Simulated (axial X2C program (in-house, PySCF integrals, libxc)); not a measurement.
# A two-component session on ClSi⁻: properties at the nuclei

Wanted for ClSi⁻: properties at the nuclei, at the two-component level.

Method: two-component X2C with atomic mean-field terms, Cl dyall-av3z, Si dyall-av3z; program: an in-house X2C program for linear molecules on PySCF integrals.

All values are calculated.

### Step 1. The job

task.json

```json
{"zs": [17, 14], "q": -1, "bas": ["dyall-av3z", "dyall-av3z"], "r0": 2.15, "levels": ["PBE0", "HF", "BHandHLYP", "PBE50", "B3LYP"], "nst": 3}
```

Keys: zs atomic numbers; q charge; bas basis sets; r0 starting distance in Å; levels methods (HF also brings MP2); nst determinants followed.

Launch:

```bash
> python soeom.py task.json out
```

After this run come: Expectation values, lowest determinant; Expectation values, a higher determinant; Expectation values, a higher determinant.

Before running it: what results should come out? Wanted: lowest determinant; Eeff magnitude; Ws magnitude Cl; A∥/gI Cl; qzz Cl; higher determinant; qzz Si (for each run or level that gives them).

The runs gave:

| quantity | value |
| --- | --- |
| lowest determinant | Ω = 1 (excess of +ω over −ω: ω = -1/2, ω = 3/2) |
| Eeff magnitude (GV/cm), PBE0 | 0.0293 |
| Ws magnitude Cl (kHz), PBE0 | 0.00129 |
| A∥/gI Cl (MHz), PBE0 | -15 |
| qzz Cl (a.u.), PBE0 | 1.54 |
| higher determinant | Ω = 0 (closed shell) |
| qzz Cl (a.u.), PBE0, higher determinant | 1.50 |
| qzz Si (a.u.), PBE0, higher determinant | 0.57 |
| higher determinant | Ω = 2 (excess of +ω over −ω: ω = 1/2, ω = 3/2) |
| Eeff magnitude (GV/cm), PBE0, higher determinant | 0.00122 |
| Ws magnitude Cl (kHz), PBE0, higher determinant | 0.00012 |
| A∥/gI Cl (MHz), PBE0, higher determinant | 48.4 |
| qzz Cl (a.u.), PBE0, higher determinant | 1.50 |

In words: In the first state, the effective field runs from 0.0205 to 0.052 GV/cm over the mean-field levels, so the levels don't agree on it. The expectation values come from single determinants, which for open shells can mix terms of unlike spin or miss the lowest Ω, so a determinant need not be a state. Eeff is the effective electric field on the electron dipole moment in this Ω state and Ws the scalar–pseudoscalar constant (defined with the proton number Z and per Ω); A∥ is the parallel hyperfine constant, which follows by multiplying with the nuclear g factor gI = μI/(I μN); qzz is the electric field gradient, eQq0 = 234.96 MHz × Q/barn × qzz. The operators were transformed with the bare-nucleus X2C matrices.
